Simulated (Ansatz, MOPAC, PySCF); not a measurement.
**How well does each level of theory give the band gap of zinc-blende AlN (metastable phase)?**

Reference value: 5.34 eV (measured, temperature not stated, no zero-point or thermal correction; as tabulated in Deguchi et al. (2016), arXiv:1512.06930).

Q: What do AM1 semi-empirical Hartree-Fock (MOPAC), PBE, r²SCANh, Hartree–Fock, G0W0@PBE0 give, and how far is each from the reference?

A: 
| level (code) | value (eV) | difference (eV) |
|---|---|---|
| AM1 semi-empirical Hartree-Fock (MOPAC) | 7.87 | +2.53 |
| PBE (Ansatz) | 3.32 (indirect) | -2.02 |
| r²SCANh (Ansatz) | 4.63 (indirect) | -0.71 |
| Hartree–Fock (Ansatz) | 12.04 (indirect) | +6.70 |
| G0W0@PBE0 (PySCF) | 5.79 ± 0.2 | +0.45 |

Leaving aside AM1 semi-empirical Hartree-Fock (MOPAC) (doubt noted below): Once the reference is moved by up to 0.37 eV (a margin picked here for doubts on the reference and the settings, and for temperature and zero-point motion) and values within 0.03 eV count as equal, the nearest can be G0W0@PBE0 (+0.45 eV) or r²SCANh (-0.71 eV). Among them Hartree–Fock (+6.70 eV) misses by most.

Density-functional gaps are differences of (generalised) Kohn–Sham levels of a static lattice; semilocal ones lie below quasiparticle gaps as a rule. Measured gaps hold zero-point and thermal shifts unless a correction is named.  A ± on a computed value is a rough bar: the spread of its extrapolation, a floor set from checks against published values, or a statistical error. AM1 semi-empirical Hartree-Fock (MOPAC): the gap is read on the k mesh or supercell of the run alone and can be too large. AM1 semi-empirical Hartree-Fock (MOPAC): the method was fitted mainly to molecules. AM1 semi-empirical Hartree-Fock (MOPAC): gaps of these semi-empirical methods are Hartree–Fock-like level differences, and their formation enthalpies are fitted 298 K values. Values are at the measured cell. Cutoffs and k meshes differ between the levels. Ansatz's density-functional and Hartree–Fock values are scalar-relativistic unless marked +SOC, with PAW data made under PBE.

Differences are worked out from the printed values.

Ansatz is an electronic-structure program.
